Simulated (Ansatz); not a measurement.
# [Br···H···SiH], doublet in cc-pVDZ: errors against UCCSDT(Q)

Geometry: a point of a hydrogen-transfer path between rigid fragments, not a stationary point.

```xyz
4

Br   -2.0329    0.3699    0.0000
H    -0.7119    0.3699    0.0000
Si    1.1741    0.3699    0.0000
H     1.5706   -1.1096    0.0000
```

Basis cc-pVDZ; Ansatz 0.2.0. Correlated methods freeze the noble-gas cores and the filled d shells of p-block atoms, which leaves 13 electrons in 36 orbitals. R marks a restricted (for open shells ROHF) determinant, U an unrestricted one. Active spaces: pair = (3e, 3o) about the gap; valence = (13e, 10o) chosen from the atoms' valence shells. No spin–orbit coupling is included, and no scalar relativity.

Full CI isn't at hand for all of this; UCCSDT(Q) serves as the reference, and is uncertain by about the last step of the cluster series. The frozen core follows each run's orbitals, which can shift R against U totals by a few meV for light atoms and by up to 0.1 eV past Ca.

* UHF ⟨S²⟩: 0.773
* T1 diagnostic (RCCSD): 0.0152
* largest doubles amplitude (RCCSD): 0.077
* T1 diagnostic (UCCSD): 0.0139

```tsv
level	E − E(UCCSDT(Q)) (mEh)	share of correlation (%)	wall time
UHF	242.73	1.76	–
UMP2	43.26	82.49	–
UCCSD	6.17	97.50	–
UCCSD(T)	1.20	99.52	11 s
UCCSDT	0.34	99.86	–
```

The correlation energy at UCCSDT(Q), counted from RHF, is -6.723 eV. That run took 32 s on 1 thread of Arm Neoverse V2, shared host.

Run but not shown, since their state or frozen core can't be matched to the reference's or they repeat it: RHF, RMP2, CISD, RCCSD, RCCSD(T), BCCD(T), RCCSDT, RCCSDT(Q), CASSCF (pair space), NEVPT2 (pair space), CASSCF (valence space), NEVPT2 (valence space), MRCISD (valence space), MRCISD+Q (valence space).

Times hold each run's SCF and search for its determinant on a shared host, so for small cases they say little of a method's own cost; they ran on 1 thread of Arm Neoverse V2.

Natural occupations of CASSCF (valence space) about the gap: 1.999 1.980 1.977 1.933 1.000 0.064 0.028 0.021; effectively unpaired electrons, Σ n²(2−n)², 1.04.
